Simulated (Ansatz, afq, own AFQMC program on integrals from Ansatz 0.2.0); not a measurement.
CH₄Br, doublet: AFQMC among the cluster methods

```
atom    x (Å)    y (Å)    z (Å)
   C  -2.5167   0.0000   0.0000
   H  -2.8799   1.0273   0.0000
   H  -2.8799  -0.5137   0.8897
   H  -2.8799  -0.5137  -0.8897
   H  -1.0297   0.0000   0.0000
  Br   0.5003   0.0000   0.0000
```

Connectivity, by distances: CH3 ··· BrH.

Basis cc-pVTZ. Noble-gas cores (and the filled d shells of Ga–Kr and In–Xe) are frozen. AFQMC by an in-house program on the Cholesky factors that Ansatz 0.2.0 writes for its CCSD(T) run. ph-AFQMC/CISD is guided by a CISD state made of CCSD amplitudes; releasing the constraint for a short imaginary time cuts its bias at the price of noise, slowly where states lie close. Error bars are statistical, one sigma. No spin–orbit coupling.

Determinant: UHF, the one that the program's search chose, which needn't be the lowest solution. The geometry is a point of a scan.

No full CI on the walks' own integrals is used here. The released AFQMC energy serves as the reference, which it does only where one determinant dominates, the energy is flat over the last release times and near the phaseless one (40 meV or 2 meV an electron, half that with transition metals). On small molecules, where full CI could be run and the noise was under 10 meV, such values lay within 10 meV of it in 19 cases of 20, a flattering rate, since the rule was set on those same cases; what remains of the bias isn't in the error bar.

Cautions: no relativity below Rb; no spin-orbit coupling; inner d shell frozen; the released value is read at 1.50 1/Eh (meV from the phaseless value at times in 1/Eh: -11 ± 7 at 0.24, -12 ± 7 at 0.51, -23 ± 8 at 0.99, -21 ± 8 at 1.50).

- T1 diagnostic: 0.0138
- weight of the determinant in the CISD state: 0.858
- ⟨S²⟩ of the determinant: 0.788
- size of the correlated space: 15 electrons in 114 orbitals

Reference: AFQMC with the constraint released, correlation energy -10.874 ± 0.008 eV.

| level | E − E(reference) (kcal/mol) | share of correlation (%) |
| --- | --- | --- |
| HF | 250.76 ± 0.19 | 0.00 |
| MP2 | 33.65 ± 0.19 | 86.58 |
| CCSD | 9.67 ± 0.19 | 96.14 |
| CCSD(T) | 1.20 ± 0.19 | 99.52 |
| ph-AFQMC/HF | 0.74 ± 1.03 | 99.70 |
| ph-AFQMC/CISD | 0.47 ± 0.25 | 99.81 |

A walk keeps the symmetry of its determinant, which the program's search chose and which needn't be the lowest solution, so a lower state of the same spin and another symmetry isn't excluded. Released energies are given only where the last usable release times agree within the noise; a slower fall can still hide under it.
